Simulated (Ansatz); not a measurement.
# SiP (quartet): PBE, r2SCAN, PBE0, B3LYP, CAM-B3LYP, wB97M-V over vertical spin and charge gaps, 6-31G

How well do these functionals follow the top wave-function level for SiP (quartet) over vertical spin and charge gaps?

Method: 6-31G, all electrons in the functionals; program: Ansatz 0.2.0, Gaussian basis.

Plan: PBE, r2SCAN, PBE0, B3LYP, CAM-B3LYP, wB97M-V, at charge 0, quartet; charge 0, doublet; charge 0, sextet; charge 1, triplet; charge 1, quintet (not every functional at every point).

16 further runs of the same task are left out: 5 that didn't finish, 11 set aside as unsound or not needed.

### Step 1. The system

The geometry is a PBE0/def2-TZVP stationary point (not a proven minimum).

2 atoms, charge 0, spin multiplicity 4.

Atoms are counted from 1 here; the program's logs count them from 0.

Bond lengths: Si1–P2 2.343 Å.

No dispersion term is added; wB97M-V holds VV10 nonlocal correlation. B3LYP takes the VWN-RPA correlation.

The geometry shown and the zero of energy belong to the point charge 0, quartet. The yardstick, FCI, and other wave-function levels (R restricted, U unrestricted, valence and pair active spaces) come from earlier runs.

### Step 2. PBE, charge 0, quartet

in.yaml reads:

```yaml
crystal:
  periodic: [false, false, false]
  atoms:
    - {symbol: Si, position_ang: [0.000000, 0.000000, 0.000000]}
    - {symbol: P, position_ang: [0.000000, 0.000000, 2.343000]}
basis:
  gaussian: {orbitals: 6-31G}
magnetization: {spin_polarized: true, initial_magnetization: 3}
hamiltonian: {xc: {name: PBE}}
output: {orbitals: {seedname: orbitals}}
```

The run is started by

```bash
ansatz run in.yaml --threads 1 --pin off --events-out ev --progress --plain --max-ram 2393MiB
```

Log, shortened:

```text
Functional definition: PBE
  name "PBE"
  cite "Perdew, Burke & Ernzerhof, Phys. Rev. Lett. 77, 3865 (1996) doi:10.1103/PhysRevLett.77.3865"
  parent pbe
[...]
280 factors; integrals over basis functions are off by at most 1.5e-4 eV
[...]
mean field -17152.15297075 eV, -630.3299955283 hartree, gradient 1.8e-6 eV, S^2 3.753019; 11 other end points of the search recorded, 0 dependent functions left out
reference -17152.15299868 eV, -630.3299965547 hartree; 16, 13 occupied and 10, 13 virtual orbitals, 280 factors
Total energy: -17152.15299868 eV, -630.3299965547 hartree
```

Run time: 2.7 s. Hardware: 1 thread of Intel Xeon Platinum 8259CL at 2.50GHz, shared host.

From the report: ⟨S²⟩ of the determinant 3.753 (pure quartet: 3.75).

### Step 3. PBE, charge 0, doublet

in.yaml: that of step 2 with these lines changed.

```diff
@@ -7,3 +7,3 @@
   gaussian: {orbitals: 6-31G}
-magnetization: {spin_polarized: true, initial_magnetization: 3}
+magnetization: {spin_polarized: true, initial_magnetization: 1}
 hamiltonian: {xc: {name: PBE}}
```

Same command.

Log, shortened:

```text
Functional definition: PBE
  name "PBE"
  cite "Perdew, Burke & Ernzerhof, Phys. Rev. Lett. 77, 3865 (1996) doi:10.1103/PhysRevLett.77.3865"
  parent pbe
[...]
280 factors; integrals over basis functions are off by at most 1.5e-4 eV
[...]
mean field -17153.68590413 eV, -630.3863297909 hartree, gradient 7.0e-6 eV, S^2 0.761093; 13 other end points of the search recorded, 0 dependent functions left out
reference -17153.68592847 eV, -630.3863306853 hartree; 15, 14 occupied and 11, 12 virtual orbitals, 280 factors
Total energy: -17153.68592847 eV, -630.3863306853 hartree
```

It took 2.8 s on 1 thread of Intel Xeon Platinum 8259CL at 2.50GHz, shared host.

From the report: ⟨S²⟩ of the determinant 0.761 (pure doublet: 0.75).

From charge 0, quartet: -35.4 kcal/mol.

### Step 4. PBE, charge 0, sextet

in.yaml: that of step 3 with these lines changed.

```diff
@@ -7,3 +7,3 @@
   gaussian: {orbitals: 6-31G}
-magnetization: {spin_polarized: true, initial_magnetization: 1}
+magnetization: {spin_polarized: true, initial_magnetization: 5}
 hamiltonian: {xc: {name: PBE}}
```

Launched as before.

Log, shortened:

```text
Functional definition: PBE
  name "PBE"
  cite "Perdew, Burke & Ernzerhof, Phys. Rev. Lett. 77, 3865 (1996) doi:10.1103/PhysRevLett.77.3865"
  parent pbe
[...]
280 factors; integrals over basis functions are off by at most 1.5e-4 eV
[...]
mean field -17150.69264503 eV, -630.2763295480 hartree, gradient 1.5e-5 eV, S^2 8.751294; 0 other end points of the search recorded, 0 dependent functions left out
reference -17150.69267523 eV, -630.2763306577 hartree; 17, 12 occupied and 9, 14 virtual orbitals, 280 factors
Total energy: -17150.69267523 eV, -630.2763306577 hartree
```

Run time: 0.63 s. Hardware: 1 thread of Intel Xeon Platinum 8259CL at 2.50GHz, shared host.

From the report: ⟨S²⟩ of the determinant 8.751 (pure sextet: 8.75).

From charge 0, quartet: +33.7 kcal/mol.

### Step 5. PBE, charge 1, triplet

in.yaml: that of step 4 with these lines changed.

```diff
@@ -7,3 +7,4 @@
   gaussian: {orbitals: 6-31G}
-magnetization: {spin_polarized: true, initial_magnetization: 5}
+total_charge: 1
+magnetization: {spin_polarized: true, initial_magnetization: 2}
 hamiltonian: {xc: {name: PBE}}
```

Same command.

Log, shortened:

```text
Functional definition: PBE
  name "PBE"
  cite "Perdew, Burke & Ernzerhof, Phys. Rev. Lett. 77, 3865 (1996) doi:10.1103/PhysRevLett.77.3865"
  parent pbe
[...]
280 factors; integrals over basis functions are off by at most 1.5e-4 eV
[...]
mean field -17145.00661628 eV, -630.0673718453 hartree, gradient 1.2e-5 eV, S^2 2.002624; 5 other end points of the search recorded, 0 dependent functions left out
reference -17145.00664397 eV, -630.0673728629 hartree; 15, 13 occupied and 11, 13 virtual orbitals, 280 factors
Total energy: -17145.00664397 eV, -630.0673728629 hartree
```

Run time: 1.5 s. Hardware: 1 thread of Intel Xeon Platinum 8259CL at 2.50GHz, shared host.

From the report: ⟨S²⟩ of the determinant 2.003 (pure triplet: 2.00).

From charge 0, quartet: +164.8 kcal/mol.

### Step 6. PBE, charge 1, quintet

in.yaml: that of step 5 with these lines changed.

```diff
@@ -8,3 +8,3 @@
 total_charge: 1
-magnetization: {spin_polarized: true, initial_magnetization: 2}
+magnetization: {spin_polarized: true, initial_magnetization: 4}
 hamiltonian: {xc: {name: PBE}}
```

The command is unchanged.

Log, shortened:

```text
Functional definition: PBE
  name "PBE"
  cite "Perdew, Burke & Ernzerhof, Phys. Rev. Lett. 77, 3865 (1996) doi:10.1103/PhysRevLett.77.3865"
  parent pbe
[...]
280 factors; integrals over basis functions are off by at most 1.5e-4 eV
[...]
mean field -17143.39712199 eV, -630.0082240213 hartree, gradient 5.3e-5 eV, S^2 6.001854; 1 other end points of the search recorded, 0 dependent functions left out
reference -17143.39715258 eV, -630.0082251455 hartree; 16, 12 occupied and 10, 14 virtual orbitals, 280 factors
Total energy: -17143.39715258 eV, -630.0082251455 hartree
```

It took 0.84 s on 1 thread of Intel Xeon Platinum 8259CL at 2.50GHz, shared host.

From the report: ⟨S²⟩ of the determinant 6.002 (pure quintet: 6.00).

From charge 0, quartet: +201.9 kcal/mol.

### Step 7. r2SCAN, charge 0, quartet

in.yaml reads:

```yaml
crystal:
  periodic: [false, false, false]
  atoms:
    - {symbol: Si, position_ang: [0.000000, 0.000000, 0.000000]}
    - {symbol: P, position_ang: [0.000000, 0.000000, 2.343000]}
basis:
  gaussian: {orbitals: 6-31G}
magnetization: {spin_polarized: true, initial_magnetization: 3}
hamiltonian: {xc: {name: r2SCAN}}
```

The command is unchanged.

Log, shortened:

```text
Functional definition: r2SCAN
  name "r2SCAN"
  cite "Furness, Kaplan, Ning, Perdew & Sun, J. Phys. Chem. Lett. 11, 8208 (2020) doi:10.1021/acs.jpclett.0c02405"
  cite "Furness, Kaplan, Ning, Perdew & Sun, J. Phys. Chem. Lett. 11, 9248 (2020) doi:10.1021/acs.jpclett.0c03077"
  parent r2scan
[...]
280 factors; integrals over basis functions are off by at most 1.5e-4 eV
[...]
mean field -17158.88372478 eV, -630.5773461766 hartree, gradient 3.9e-6 eV, S^2 3.755965; 13 other end points of the search recorded, 0 dependent functions left out
reference -17158.88373428 eV, -630.5773465255 hartree; 16, 13 occupied and 10, 13 virtual orbitals, 280 factors
Total energy: -17158.88373428 eV, -630.5773465255 hartree
```

Wall time 6 s (1 thread of Intel Xeon Platinum 8259CL at 2.50GHz, shared host).

From the report: ⟨S²⟩ of the determinant 3.756 (pure quartet: 3.75).

### Step 8. r2SCAN, charge 0, doublet

in.yaml: that of step 7 with these lines changed.

```diff
@@ -7,3 +7,4 @@
   gaussian: {orbitals: 6-31G}
-magnetization: {spin_polarized: true, initial_magnetization: 3}
+magnetization: {spin_polarized: true, initial_magnetization: 1}
 hamiltonian: {xc: {name: r2SCAN}}
+output: {forces: true}
```

Same command.

Log, shortened:

```text
Functional definition: r2SCAN
  name "r2SCAN"
  cite "Furness, Kaplan, Ning, Perdew & Sun, J. Phys. Chem. Lett. 11, 8208 (2020) doi:10.1021/acs.jpclett.0c02405"
  cite "Furness, Kaplan, Ning, Perdew & Sun, J. Phys. Chem. Lett. 11, 9248 (2020) doi:10.1021/acs.jpclett.0c03077"
  parent r2scan
[...]
280 factors; integrals over basis functions are off by at most 1.5e-4 eV
[...]
mean field -17160.29145985 eV, -630.6290794863 hartree, gradient 1.8e-5 eV, S^2 0.792530; 13 other end points of the search recorded, 0 dependent functions left out
[...]
reference -17160.29146881 eV, -630.6290798156 hartree; 15, 14 occupied and 11, 12 virtual orbitals, 280 factors
Total energy: -17160.29146881 eV, -630.6290798156 hartree
Atom 0 at     0.000000     0.000000     0.000000 Å, force     0.000000     0.000000     1.965794 eV/Å
Atom 1 at     0.000000     0.000000     2.343000 Å, force    -0.000000    -0.000000    -1.965794 eV/Å
Dipole moment:    -0.000000    -0.000000    -0.304949 e Å
```

It took 5.5 s on 1 thread of Intel Xeon Platinum 8259CL at 2.50GHz, shared host.

From the report: ⟨S²⟩ of the determinant 0.793 (pure doublet: 0.75).

From charge 0, quartet: -32.5 kcal/mol.

### Step 9. r2SCAN, charge 0, sextet

in.yaml: that of step 8 with these lines changed.

```diff
@@ -7,3 +7,3 @@
   gaussian: {orbitals: 6-31G}
-magnetization: {spin_polarized: true, initial_magnetization: 1}
+magnetization: {spin_polarized: true, initial_magnetization: 5}
 hamiltonian: {xc: {name: r2SCAN}}
```

Same command.

Log, shortened:

```text
Functional definition: r2SCAN
  name "r2SCAN"
  cite "Furness, Kaplan, Ning, Perdew & Sun, J. Phys. Chem. Lett. 11, 8208 (2020) doi:10.1021/acs.jpclett.0c02405"
  cite "Furness, Kaplan, Ning, Perdew & Sun, J. Phys. Chem. Lett. 11, 9248 (2020) doi:10.1021/acs.jpclett.0c03077"
  parent r2scan
[...]
280 factors; integrals over basis functions are off by at most 1.5e-4 eV
[...]
mean field -17157.69008130 eV, -630.5334805879 hartree, gradient 1.0e-5 eV, S^2 8.753024; 0 other end points of the search recorded, 0 dependent functions left out
[...]
reference -17157.69009091 eV, -630.5334809409 hartree; 17, 12 occupied and 9, 14 virtual orbitals, 280 factors
Total energy: -17157.69009091 eV, -630.5334809409 hartree
Atom 0 at     0.000000     0.000000     0.000000 Å, force     0.000000     0.000000    -2.069212 eV/Å
Atom 1 at     0.000000     0.000000     2.343000 Å, force    -0.000000    -0.000000     2.069212 eV/Å
Dipole moment:    -0.000000    -0.000000     0.185507 e Å
```

Run time: 1.7 s. Hardware: 1 thread of Intel Xeon Platinum 8259CL at 2.50GHz, shared host.

From the report: ⟨S²⟩ of the determinant 8.753 (pure sextet: 8.75).

From charge 0, quartet: +27.5 kcal/mol.

### Step 10. r2SCAN, charge 1, triplet

in.yaml: that of step 9 with these lines changed.

```diff
@@ -7,3 +7,4 @@
   gaussian: {orbitals: 6-31G}
-magnetization: {spin_polarized: true, initial_magnetization: 5}
+total_charge: 1
+magnetization: {spin_polarized: true, initial_magnetization: 2}
 hamiltonian: {xc: {name: r2SCAN}}
```

Same command.

Log, shortened:

```text
Functional definition: r2SCAN
  name "r2SCAN"
  cite "Furness, Kaplan, Ning, Perdew & Sun, J. Phys. Chem. Lett. 11, 8208 (2020) doi:10.1021/acs.jpclett.0c02405"
  cite "Furness, Kaplan, Ning, Perdew & Sun, J. Phys. Chem. Lett. 11, 9248 (2020) doi:10.1021/acs.jpclett.0c03077"
  parent r2scan
[...]
280 factors; integrals over basis functions are off by at most 1.5e-4 eV
[...]
mean field -17151.53609636 eV, -630.3073258126 hartree, gradient 5.9e-6 eV, S^2 2.004771; 5 other end points of the search recorded, 0 dependent functions left out
[...]
reference -17151.53610655 eV, -630.3073261870 hartree; 15, 13 occupied and 11, 13 virtual orbitals, 280 factors
Total energy: -17151.53610655 eV, -630.3073261870 hartree
Atom 0 at     0.000000     0.000000     0.000000 Å, force    -0.000000     0.000000    -0.240605 eV/Å
Atom 1 at     0.000000     0.000000     2.343000 Å, force     0.000000    -0.000000     0.240605 eV/Å
Dipole moment:    -0.000000    -0.000000    -0.448885 e Å
```

It took 3 s on 1 thread of Intel Xeon Platinum 8259CL at 2.50GHz, shared host.

From the report: ⟨S²⟩ of the determinant 2.005 (pure triplet: 2.00).

From charge 0, quartet: +169.4 kcal/mol.

### Step 11. r2SCAN, charge 1, quintet

in.yaml: that of step 10 with these lines changed.

```diff
@@ -8,4 +8,3 @@
 total_charge: 1
-magnetization: {spin_polarized: true, initial_magnetization: 2}
+magnetization: {spin_polarized: true, initial_magnetization: 4}
 hamiltonian: {xc: {name: r2SCAN}}
-output: {forces: true}
```

Same command.

Log, shortened:

```text
Functional definition: r2SCAN
  name "r2SCAN"
  cite "Furness, Kaplan, Ning, Perdew & Sun, J. Phys. Chem. Lett. 11, 8208 (2020) doi:10.1021/acs.jpclett.0c02405"
  cite "Furness, Kaplan, Ning, Perdew & Sun, J. Phys. Chem. Lett. 11, 9248 (2020) doi:10.1021/acs.jpclett.0c03077"
  parent r2scan
[...]
280 factors; integrals over basis functions are off by at most 1.5e-4 eV
[...]
mean field -17150.16562982 eV, -630.2569620961 hartree, gradient 8.4e-5 eV, S^2 6.004293; 1 other end points of the search recorded, 0 dependent functions left out
reference -17150.16564059 eV, -630.2569624920 hartree; 16, 12 occupied and 10, 14 virtual orbitals, 280 factors
Total energy: -17150.16564059 eV, -630.2569624920 hartree
```

Wall time 1.8 s (1 thread of Intel Xeon Platinum 8259CL at 2.50GHz, shared host).

From the report: ⟨S²⟩ of the determinant 6.004 (pure quintet: 6.00).

From charge 0, quartet: +201.0 kcal/mol.

### Step 12. PBE0, charge 0, quartet

in.yaml reads:

```yaml
crystal:
  periodic: [false, false, false]
  atoms:
    - {symbol: Si, position_ang: [0.000000, 0.000000, 0.000000]}
    - {symbol: P, position_ang: [0.000000, 0.000000, 2.343000]}
basis:
  gaussian: {orbitals: 6-31G}
magnetization: {spin_polarized: true, initial_magnetization: 3}
hamiltonian: {xc: {name: PBE0}}
output: {orbitals: {seedname: orbitals}}
```

Same command.

Log, shortened:

```text
Functional definition: PBE0
  name "PBE0"
  cite "Adamo & Barone, J. Chem. Phys. 110, 6158 (1999) doi:10.1063/1.478522"
  cite "Perdew, Burke & Ernzerhof, Phys. Rev. Lett. 77, 3865 (1996) doi:10.1103/PhysRevLett.77.3865"
  parent pbe
[...]
280 factors; integrals over basis functions are off by at most 1.5e-4 eV
[...]
mean field -17153.61270619 eV, -630.3836398163 hartree, gradient 1.8e-6 eV, S^2 3.754373; 3 other end points of the search recorded, 0 dependent functions left out
reference -17153.61272723 eV, -630.3836405894 hartree; 16, 13 occupied and 10, 13 virtual orbitals, 280 factors
Total energy: -17153.61272723 eV, -630.3836405894 hartree
```

Wall time 1.1 s (1 thread of Intel Xeon Platinum 8259CL at 2.50GHz, shared host).

From the report: ⟨S²⟩ of the determinant 3.754 (pure quartet: 3.75).

### Step 13. PBE0, charge 0, doublet

in.yaml reads:

```yaml
crystal:
  periodic: [false, false, false]
  atoms:
    - {symbol: Si, position_ang: [0.000000, 0.000000, 0.000000]}
    - {symbol: P, position_ang: [0.000000, 0.000000, 2.343000]}
basis:
  gaussian: {orbitals: 6-31G}
magnetization: {spin_polarized: true, initial_magnetization: 1}
hamiltonian: {xc: {name: PBE0}}
output: {forces: true, orbitals: {seedname: orbitals}}
```

The command is unchanged.

Log, shortened:

```text
Functional definition: PBE0
  name "PBE0"
  cite "Adamo & Barone, J. Chem. Phys. 110, 6158 (1999) doi:10.1063/1.478522"
  cite "Perdew, Burke & Ernzerhof, Phys. Rev. Lett. 77, 3865 (1996) doi:10.1103/PhysRevLett.77.3865"
  parent pbe
[...]
280 factors; integrals over basis functions are off by at most 1.5e-4 eV
[...]
mean field -17154.84047857 eV, -630.4287596188 hartree, gradient 5.3e-6 eV, S^2 0.857107; 5 other end points of the search recorded, 0 dependent functions left out
[...]
reference -17154.84049716 eV, -630.4287603022 hartree; 15, 14 occupied and 11, 12 virtual orbitals, 280 factors
Total energy: -17154.84049716 eV, -630.4287603022 hartree
Atom 0 at     0.000000     0.000000     0.000000 Å, force    -0.000000    -0.000000     2.017987 eV/Å
Atom 1 at     0.000000     0.000000     2.343000 Å, force    -0.000000     0.000000    -2.017987 eV/Å
Dipole moment:    -0.000000    -0.000000    -0.331597 e Å
```

It took 1.5 s on 1 thread of Intel Xeon Platinum 8259CL at 2.50GHz, shared host.

From the report: ⟨S²⟩ of the determinant 0.857 (pure doublet: 0.75).

From charge 0, quartet: -28.3 kcal/mol.

### Step 14. PBE0, charge 0, sextet

in.yaml: that of step 13 with these lines changed.

```diff
@@ -7,3 +7,3 @@
   gaussian: {orbitals: 6-31G}
-magnetization: {spin_polarized: true, initial_magnetization: 1}
+magnetization: {spin_polarized: true, initial_magnetization: 5}
 hamiltonian: {xc: {name: PBE0}}
```

Launched as before.

Log, shortened:

```text
Functional definition: PBE0
  name "PBE0"
  cite "Adamo & Barone, J. Chem. Phys. 110, 6158 (1999) doi:10.1063/1.478522"
  cite "Perdew, Burke & Ernzerhof, Phys. Rev. Lett. 77, 3865 (1996) doi:10.1103/PhysRevLett.77.3865"
  parent pbe
[...]
280 factors; integrals over basis functions are off by at most 1.5e-4 eV
[...]
mean field -17152.30042752 eV, -630.3354144644 hartree, gradient 2.2e-5 eV, S^2 8.753432; 0 other end points of the search recorded, 0 dependent functions left out
[...]
reference -17152.30045014 eV, -630.3354152958 hartree; 17, 12 occupied and 9, 14 virtual orbitals, 280 factors
Total energy: -17152.30045014 eV, -630.3354152958 hartree
Atom 0 at     0.000000     0.000000     0.000000 Å, force     0.000000    -0.000000    -2.106349 eV/Å
Atom 1 at     0.000000     0.000000     2.343000 Å, force     0.000000     0.000000     2.106349 eV/Å
Dipole moment:    -0.000000    -0.000000     0.228042 e Å
```

Wall time 0.87 s (1 thread of Intel Xeon Platinum 8259CL at 2.50GHz, shared host).

From the report: ⟨S²⟩ of the determinant 8.753 (pure sextet: 8.75).

From charge 0, quartet: +30.3 kcal/mol.

### Step 15. PBE0, charge 1, triplet

in.yaml: that of step 14 with these lines changed.

```diff
@@ -7,3 +7,4 @@
   gaussian: {orbitals: 6-31G}
-magnetization: {spin_polarized: true, initial_magnetization: 5}
+total_charge: 1
+magnetization: {spin_polarized: true, initial_magnetization: 2}
 hamiltonian: {xc: {name: PBE0}}
```

Launched as before.

Log, shortened:

```text
Functional definition: PBE0
  name "PBE0"
  cite "Adamo & Barone, J. Chem. Phys. 110, 6158 (1999) doi:10.1063/1.478522"
  cite "Perdew, Burke & Ernzerhof, Phys. Rev. Lett. 77, 3865 (1996) doi:10.1103/PhysRevLett.77.3865"
  parent pbe
[...]
280 factors; integrals over basis functions are off by at most 1.5e-4 eV
[...]
mean field -17146.24213506 eV, -630.1127763232 hartree, gradient 1.5e-5 eV, S^2 2.003761; 2 other end points of the search recorded, 0 dependent functions left out
[...]
reference -17146.24215571 eV, -630.1127770819 hartree; 15, 13 occupied and 11, 13 virtual orbitals, 280 factors
Total energy: -17146.24215571 eV, -630.1127770819 hartree
Atom 0 at     0.000000     0.000000     0.000000 Å, force     0.000000    -0.000000    -0.107816 eV/Å
Atom 1 at     0.000000     0.000000     2.343000 Å, force     0.000000     0.000000     0.107816 eV/Å
Dipole moment:    -0.000000    -0.000000    -0.491896 e Å
```

It took 1.1 s on 1 thread of Intel Xeon Platinum 8259CL at 2.50GHz, shared host.

From the report: ⟨S²⟩ of the determinant 2.004 (pure triplet: 2.00).

From charge 0, quartet: +170.0 kcal/mol.

### Step 16. PBE0, charge 1, quintet

in.yaml: that of step 15 with these lines changed.

```diff
@@ -8,4 +8,4 @@
 total_charge: 1
-magnetization: {spin_polarized: true, initial_magnetization: 2}
+magnetization: {spin_polarized: true, initial_magnetization: 4}
 hamiltonian: {xc: {name: PBE0}}
-output: {forces: true, orbitals: {seedname: orbitals}}
+output: {orbitals: {seedname: orbitals}}
```

Same command.

Log, shortened:

```text
Functional definition: PBE0
  name "PBE0"
  cite "Adamo & Barone, J. Chem. Phys. 110, 6158 (1999) doi:10.1063/1.478522"
  cite "Perdew, Burke & Ernzerhof, Phys. Rev. Lett. 77, 3865 (1996) doi:10.1103/PhysRevLett.77.3865"
  parent pbe
[...]
280 factors; integrals over basis functions are off by at most 1.5e-4 eV
[...]
mean field -17144.86619970 eV, -630.0622116313 hartree, gradient 6.9e-5 eV, S^2 6.005132; 0 other end points of the search recorded, 0 dependent functions left out
reference -17144.86622256 eV, -630.0622124713 hartree; 16, 12 occupied and 10, 14 virtual orbitals, 280 factors
Total energy: -17144.86622256 eV, -630.0622124713 hartree
```

Run time: 0.69 s. Hardware: 1 thread of Intel Xeon Platinum 8259CL at 2.50GHz, shared host.

From the report: ⟨S²⟩ of the determinant 6.005 (pure quintet: 6.00).

From charge 0, quartet: +201.7 kcal/mol.

### Step 17. B3LYP, charge 0, quartet

in.yaml reads:

```yaml
crystal:
  periodic: [false, false, false]
  atoms:
    - {symbol: Si, position_ang: [0.000000, 0.000000, 0.000000]}
    - {symbol: P, position_ang: [0.000000, 0.000000, 2.343000]}
basis:
  gaussian: {orbitals: 6-31G}
magnetization: {spin_polarized: true, initial_magnetization: 3}
hamiltonian: {xc: {name: B3LYP}}
```

Launched as before.

Log, shortened:

```text
Functional definition: B3LYP
  name "B3LYP"
  cite "Stephens, Devlin, Chabalowski & Frisch, J. Phys. Chem. 98, 11623 (1994) doi:10.1021/j100096a001"
  cite "Becke, Phys. Rev. A 38, 3098 (1988) doi:10.1103/PhysRevA.38.3098"
  cite "Lee, Yang & Parr, Phys. Rev. B 37, 785 (1988) doi:10.1103/PhysRevB.37.785"
  cite "Vosko, Wilk & Nusair, Can. J. Phys. 58, 1200 (1980) doi:10.1139/p80-159"
[...]
280 factors; integrals over basis functions are off by at most 1.5e-4 eV
[...]
mean field -17161.40127638 eV, -630.6698644915 hartree, gradient 9.2e-6 eV, S^2 3.753168; 6 other end points of the search recorded, 0 dependent functions left out
reference -17161.40145920 eV, -630.6698712099 hartree; 16, 13 occupied and 10, 13 virtual orbitals, 280 factors
Total energy: -17161.40145920 eV, -630.6698712099 hartree
```

Run time: 1.7 s. Hardware: 1 thread of Intel Xeon Platinum 8259CL at 2.50GHz, shared host.

From the report: ⟨S²⟩ of the determinant 3.753 (pure quartet: 3.75).

(Part 1 of 2 ends here.)
